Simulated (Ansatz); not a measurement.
Z-matrix (Å, degrees):
```
O
H 1 0.9731
```
Charge 0, spin multiplicity 2.

Level of theory: Ansatz (an electronic-structure program) with frozen-core CCSD(T)/cc-pVTZ // PBE0-D4/def2-TZVP.

| Property | Value |
|---|---|
| HF energy | -75.41913 Ha |
| MP2 correlation energy | -0.19975 Ha |

Question: Estimate the CCSD correlation energy, the (T) correction, the total energy and the T1 diagnostic.

Answer: 
```yaml
CCSD correlation energy: -0.21349 Ha
"(T) correction": -0.00510 Ha
CCSD(T) total energy: -75.63772 Ha
T1 diagnostic: 0.007
```
